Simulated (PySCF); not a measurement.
C4H7OS (doublet state).
Geometry (GFN2-xTB, Å), atoms numbered from 1 in this order:
```
atom  x, y, z in Å
C1    -1.900   -0.604    0.313
C2    -1.423    0.673    0.325
C3    -0.254    1.085   -0.289
S4     0.767   -0.020   -1.238
C5     1.681   -0.718    0.229
O6     1.732    0.830   -1.934
H7    -2.803   -0.867    0.833
H8    -1.408   -1.381   -0.246
H9    -1.985    1.425    0.868
H10    0.032    2.122   -0.347
H11    2.197    0.091    0.734
H12    2.398   -1.440   -0.149
H13    0.962   -1.195    0.884
```

The hyperfine couplings belong to this conformer and change with its torsions.

As a line formula: `[CH2]/C=C\[S@](C)=O` [radical].

Method used: UKS B3LYP, pcH-1 on C H O S, non-relativistic, mean-field spin-orbit, GIAO (PySCF 2.14.0). Geometry: GFN2-xTB, one conformer, isolated molecule. A GFN2-xTB geometry isn't a minimum of the functional, and hyperfine couplings can be far from their values at a DFT geometry. No stability test was run, so a lower SCF solution isn't excluded. ⟨S²⟩ is 0.775 where a pure state has 0.75.

Principal values of hyperfine tensors in MHz (contact, dipolar and spin–orbit terms together), for some of the nuclei:

```csv
atom,isotope,A1,A2,A3
C3,13C,11.55,13.09,165.85
C1,13C,2.55,4.27,144.55
H10,1H,-67.88,-43.67,-17.41
C5,13C,35.19,35.70,49.28
H7,1H,-62.22,-39.54,-15.09
H8,1H,-57.30,-39.31,-15.99
H9,1H,7.97,11.63,19.35
S4,33S,7.24,9.97,16.95
```

**Question.** Give the isotropic coupling of each nucleus in MHz and in mT (g = 2.0025), and the anisotropic part.

**Answer.** a_iso is a third of the trace, T = A − a_iso, and a(mT) = a(MHz)/(g × 13.996). The tensors hold a spin–orbit part: the run splits a_iso into a_FC + a_SO, and T includes its anisotropic share.

```
atom  a_iso (MHz)    a_FC   a_SO  a_iso (mT)      T1      T2      T3
  C3        63.50   63.50   0.00       2.265  -51.94  -50.41  102.35
  C1        50.46   50.52  -0.06       1.800  -47.90  -46.19   94.09
 H10       -42.99  -43.01   0.03      -1.534  -24.89   -0.68   25.58
  C5        40.06   40.07  -0.02       1.429   -4.87   -4.36    9.22
  H7       -38.95  -38.96   0.01      -1.390  -23.27   -0.59   23.86
  H8       -37.53  -37.54   0.01      -1.339  -19.76   -1.78   21.55
  H9        12.98   12.98   0.00       0.463   -5.01   -1.35    6.37
  S4        11.39   11.39  -0.01       0.406   -4.15   -1.42    5.56
```

**Question.** What spin density at the nucleus of S4 lies behind its contact coupling (g_N = 0.42921)?

**Answer.** a_FC = 800.24 MHz bohr³ × g_N × ρ(0)/(2S). With a_FC = 11.39 MHz and 2S = 1, ρ(0) = 0.03317 bohr⁻³.

**Question.** C2 (13C, g_N = 1.40482) isn't in the table. Its spin density at the nucleus is -0.0401 bohr⁻³. What is its contact coupling?

**Answer.** By the same relation, a_FC = -45.1 MHz. Its full tensor has the principal values -73.17, -33.98, -28.01 MHz.

**Question.** Which nucleus of the table has the largest anisotropic coupling, and what is its form?

**Answer.** C3: -51.9, -50.4, 102.4 MHz, axial, in the ratio −1:−1:+2, the form that spin in one p orbital centred on that nucleus gives.

**Question.** What first-order splitting does C3 cause when the field lies along A1, A2 or A3 of its tensor (g taken as isotropic, no quadrupole term)?

**Answer.** 2 lines (I = 1/2), spaced by |A_i|/(g × 13.996): 0.41, 0.47, 5.92 mT along the axes of A1, A2 and A3.

On an Arm Neoverse V1 with one thread, shared host, this took 49 s (with the writing of density and orbital grids) and 0.89 GiB of memory at its peak.
